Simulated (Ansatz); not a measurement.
Input file:

```yaml
crystal:
  periodic: [false, false, false]
  atoms:
    - {symbol: Si, position_ang: [0.000000, 0.000000, -3.023730]}
    - {symbol: Mg, position_ang: [0.000000, 0.000000, -0.413135]}
    - {symbol: H, position_ang: [0.000000, 0.000000, 3.436865]}
basis:
  gaussian: {orbitals: 6-31G, fitting: {mean_field: def2-universal-jkfit}}
magnetization: {spin_polarized: true, initial_magnetization: 1}
hamiltonian: {xc: hf}
output: {forces: true, orbitals: {seedname: orbitals}}
```

```sh
$ ansatz run in.yaml --threads 1 --pin off --events-out ev --progress --plain --max-ram 2393MiB
```

The program prints:

```
258 factors; integrals over basis functions are off by at most 2.0e-1 eV
mean field evaluation 1: about -13298.7387 eV, gradient 1.1e1 eV
mean field evaluation 2: about -13284.3899 eV, gradient 2.1e1 eV
mean field evaluation 4: about -13301.4817 eV, gradient 3.9e0 eV
mean field evaluation 8: about -13302.0454 eV, gradient 3.8e-1 eV
mean field evaluation 16: about -13303.8644 eV, gradient 4.3e-1 eV
mean field evaluation 32: about -13304.8027 eV, gradient 4.4e-3 eV
mean field evaluation 64: about -13303.7677 eV, gradient 5.5e-1 eV
mean field evaluation 96: about -13303.3166 eV, gradient 3.8e-1 eV
mean field evaluation 128: about -13301.2651 eV, gradient 2.6e0 eV
mean field evaluation 160: about -13298.3370 eV, gradient 1.1e1 eV
mean field evaluation 192: about -13303.0976 eV, gradient 1.7e0 eV
mean field -13304.80271901 eV, -488.9424816043 hartree, gradient 2.9e-6 eV, S^2 2.453998; 13 other end points of the search recorded, 0 dependent functions left out
the calculation of the forces begins
reference -13304.80271901 eV, -488.9424816043 hartree; 14, 13 occupied and 14, 15 virtual orbitals, 258 factors
Total energy: -13304.80271901 eV, -488.9424816043 hartree
Atom 0 at     0.000000     0.000000    -3.023730 Å, force    -0.000000     0.000000    -0.212832 eV/Å
Atom 1 at     0.000000     0.000000    -0.413135 Å, force    -0.000000     0.000000     0.105243 eV/Å
Atom 2 at     0.000000     0.000000     3.436865 Å, force     0.000000    -0.000000     0.107590 eV/Å
Dipole moment:     0.000000     0.000000     0.779698 e Å
```

Forces (eV/Å):
```
Si   0.000  0.000 -0.213
Mg   0.000  0.000  0.105
H    0.000  0.000  0.108
```

Ran on 1 thread of Arm Neoverse V1, shared host: 1.1 s wall, 0.15 GiB peak host memory.
